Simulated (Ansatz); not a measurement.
Run this with Ansatz's Python interface and show what comes out.

`relaxed_scan_bfh2n.py`
```python
"""Relaxed scan of one distance in BFH2N."""

import ansatz as az
import numpy as np

geometry_ang = [
    ("N", [-0.5344, 0.2903, -0.0699]),
    ("B", [0.3764, -0.8415, -0.0167]),
    ("F", [1.1711, -1.0327, 1.1407]),
    ("H", [-0.9604, 0.3129, -1.0264]),
    ("H", [-0.0027, 1.1974, -0.0691]),
]
molecule = az.Crystal.molecule()
for symbol, xyz in geometry_ang:
    molecule = molecule.atom(symbol, xyz)

model = (
    molecule.calculation()
    .basis(gaussian="def2-SVP")
    .functional("HF")
    .spin("collinear", total=1)
)
symbols = [site.symbol for site in molecule.cartesian_sites]
pairs = [(0, 1), (0, 3), (0, 4), (1, 2)]
print("held (A)   E (eV)        ", "  ".join(f"{symbols[i]}{i}-{symbols[j]}{j}" for i, j in pairs))
for length in [0.96, 1.05, 1.13, 1.26, 1.41]:
    report = model.relax(constraints=[az.DistanceConstraint((0, 3), at=length)], force_tolerance=0.02, max_steps=60).run(threads=1, backend="cpu").report
    xyz = np.array(report["positions_ang"])
    print(f"{length:6.2f} {report['free_energy_ev']:14.5f}  ", "  ".join(f"{np.linalg.norm(xyz[i] - xyz[j]):.3f}" for i, j in pairs))
```

```console
$ python relaxed_scan_bfh2n.py
held (A)   E (eV)         N0-B1  N0-H3  N0-H4  B1-F2
DeckWarning: relax.constraints: the input's atoms, or those drawn, lie off the distances that are held; a relaxation that starts there is brought onto them ahead of its first SCF, by positions alone, [...]
  0.96    -4888.22151   1.386  0.960  1.002  1.319
  1.05    -4888.19579   1.386  1.050  1.002  1.319
  1.13    -4887.90577   1.385  1.130  1.002  1.320
  1.26    -4887.15797   1.384  1.260  1.002  1.320
  1.41    -4886.13055   1.383  1.410  1.001  1.321
```
(Warnings from the package without file and line, shortened, repeats left out.)

Notes:
- Total energies depend on the basis set; only differences at equal settings carry meaning.
- The energies are electronic: no zero-point or thermal terms, and the basis set is short of its limit.
- The run takes the species as open-shell (spin multiplicity 2), which needn't be its ground state.
- Wall time of the script: 33 s on 1 thread of Arm Neoverse V1 (shared host), peak memory 0.19 GiB.
